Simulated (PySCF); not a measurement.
**Dipole moment and polarisability of `C=CC(=C)CCl`**

C5H7Cl.
Atom-mapped SMILES: `[CH2:1]=[CH:2][C:3](=[CH2:4])[CH2:5][Cl:6]` (hydrogens: H7, H8 on C1; H9 on C2; H10, H11 on C4; H12, H13 on C5)

Structure used (PBE0-D3(BJ)/def2-SVP), in Å, numbered top down from 1:
```
atom  x, y, z in Å
C1     1.979    0.243    0.495
C2     0.988   -0.642    0.330
C3    -0.432   -0.326    0.159
C4    -1.341   -1.308    0.027
C5    -0.865    1.106    0.095
Cl6   -0.729    1.940    1.683
H7     1.794    1.319    0.556
H8     3.014   -0.089    0.605
H9     1.230   -1.710    0.314
H10   -2.404   -1.091   -0.104
H11   -1.043   -2.359    0.048
H12   -1.915    1.185   -0.212
H13   -0.246    1.679   -0.609
```

Level: wB97X-D/def2-SVPD (PySCF), static field, nuclei fixed, core orbitals frozen in the response. The polarisability tensor in these axes (au):

```
x   91.01 12.80  4.40
y   12.80 83.96  9.52
z    4.40  9.52 60.75
```

Task: What are the eigenvalues, a third of the trace, and Δα (Δα² = ½Σ(αi − αj)² over the three pairs)?

Result: Principal values 57.34, 75.53 and 102.84 au; mean 78.57 au = 11.64 Å³ = 12.95 × 10⁻⁴⁰ C²·m²/J; Δα = 39.66 au (50 % of the mean).

Task: What is the dipole moment, and where does it point?

Result: (-0.06, -1.13, -1.61) D, 1.97 D in size, pointing from the negative to the positive side. Measured along this direction, the outermost atoms are Cl6 at the negative end and H11 at the positive end.

Task: Refractivity n − 1 of an ideal gas of it at 273.15 K and 1 atm, from the electronic α?

Result: N = p/kT = 2.6868 × 10¹⁹ cm⁻³, so n − 1 = 2π × N × 11.64 × 10⁻²⁴ cm³ = 1966 × 10⁻⁶ at long wavelengths.

Task: Along which axes do the principal values lie, and how far do the nuclei extend along each?

Result: Largest value along (0.75, 0.62, 0.22), where the nuclei span 4.86 Å; middle along (-0.66, 0.71, 0.26), 4.22 Å; least along (0.01, -0.34, 0.94), 2.07 Å. The response follows the extents in order.

Task: Find the Langevin capture rate constant for H3O+ (19.018 u) meeting this molecule (102.024 u), k = 2.342 × 10⁻⁹ cm³/s × √(α in Å³ / reduced mass in u).

Result: The reduced mass is 16.03 u, so k = 2.00 × 10⁻⁹ cm³/s. The formula leaves out the permanent dipole, which adds to the capture rate.

Task: Sum over states: ᾱ = Σ f/ω², ω in Eh. What share falls to these 10 lowest TDDFT singlets (eV, f)? 5.75, 0.5103; 6.47, 0.0314; 6.61, 0.0237; 6.76, 0.0267; 7.15, 0.0083; 7.36, 0.0110; 7.49, 0.0350; 7.61, 0.0121; 7.80, 0.0522; 7.83, 0.0211.

Result: They add up to 14.60 au, 18.6 % of the 78.57 au; the largest single term is 11.44 au, from the state at 5.75 eV. Terms in order: 11.44, 0.56, 0.40, 0.43, 0.12, 0.15, 0.46, 0.15, 0.63, 0.26 au. Higher excitations give the rest. The strengths listed sum to 0.732.

One conformer (not necessarily the lowest) at the PBE0-D3(BJ)/def2-SVP geometry, without solvent, vibrations or thermal averaging.

The pairwise dispersion term of wB97X-D wasn't added to the energies; at a given geometry it leaves orbitals and properties as they are.
